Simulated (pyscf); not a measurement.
CH₄ (SMILES C) + Cl• (SMILES [Cl]) -> H₃C–Cl (SMILES CCl) + H• (SMILES [H]) (substitution at C; doublet surface; C–H broken, C–Cl formed). PySCF, gas phase, ωB97X-D3(BJ)/def2-SVP geometries. Correlated levels are frozen-core, on RHF or UHF. ΔMP2 is the change of the MP2 total energy from the triple- to the quadruple-zeta basis. Energies in kcal/mol from the separated reactants.

```csv
level,barrier,reaction energy
ωB97X-D3(BJ)/def2-TZVP,42.5,+23.4
PBE/def2-TZVP,31.1,+20.1
r²SCAN/def2-TZVP,[?],+23.6
PBE0-D3(BJ)/def2-TZVP,36.2,+21.7
M06-2X/def2-TZVP,40.3,+23.1
HF/def2-TZVP,60.6,+31.5
CCSD(T)/def2-TZVPP + ΔMP2(QZVPP),[?],[?]
```

Complete the blanks.


- r²SCAN/def2-TZVP, barrier: 33.7
- CCSD(T)/def2-TZVPP + ΔMP2(QZVPP), barrier: 43.1
- CCSD(T)/def2-TZVPP + ΔMP2(QZVPP), reaction energy: +25.7

Abstraction by the radical was not located in this set and often lies lower. This is the saddle that the search found; another between the same sides may lie lower. The angle at the attacked C is 180°. The CCSD(T) − MP2 part came from Ansatz, without density fitting, on the same reference. Left out: the spin-orbit lowering of Cl.
